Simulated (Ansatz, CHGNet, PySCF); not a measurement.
# Ladder of methods for the lattice constant a of rock-salt MgS

Reference value: 5.188 Å (measured, corrected for zero-point motion; as tabulated in Goldzak et al. (2022), arXiv:2208.04865).

| level (code) | value (Å) |
|---|---|
| CHGNet-r²SCAN | 5.193 |
| LDA (Ansatz) | [?] |
| PBE (Ansatz) | 5.230 |
| rVV10 (Ansatz) | 5.239 |
| r²SCAN (Ansatz) | 5.203 |
| HSE06 (Ansatz) | 5.194 |
| Hartree–Fock (PySCF) | [?] |
| MP2 (PySCF) | [?] |
| CCSD(T) (PySCF) | 5.198 ± 0.02 |

Problem. Fill in the missing entries.

Solution. 
- LDA (Ansatz, a program for electronic structure), value (Å): 5.129
- Hartree–Fock (PySCF), value (Å): 5.283 ± 0.02
- MP2 (PySCF), value (Å): 5.179 ± 0.02

Errors against the reference: CHGNet-r²SCAN +0.10 %, LDA -1.14 %, PBE +0.81 %, rVV10 +0.98 %, r²SCAN +0.29 %, HSE06 +0.12 %, Hartree–Fock +1.83 %, MP2 -0.17 %, CCSD(T) +0.19 %.

Once the reference is moved by up to 0.30 % (a margin picked here for doubts on the reference and the settings) and values within 0.10 % count as equal, the nearest can be CHGNet-r²SCAN (+0.10 %), HSE06 (+0.12 %), MP2 (-0.17 %), CCSD(T) (+0.19 %) or r²SCAN (+0.29 %). By the same margin the farthest can be Hartree–Fock (+1.83 %) or LDA (-1.14 %).

A ± on a computed value is a rough bar: the spread of its extrapolation, a floor set from checks against published values, or a statistical error. Cutoffs and k meshes differ between the levels. Ansatz's density-functional and Hartree–Fock values are scalar-relativistic unless marked +SOC, with PAW data made under PBE.

Machine-learned potentials (CHGNet-r²SCAN) are trained on DFT data: a solid inside that data is no test of them.

Differences are worked out from the printed values.
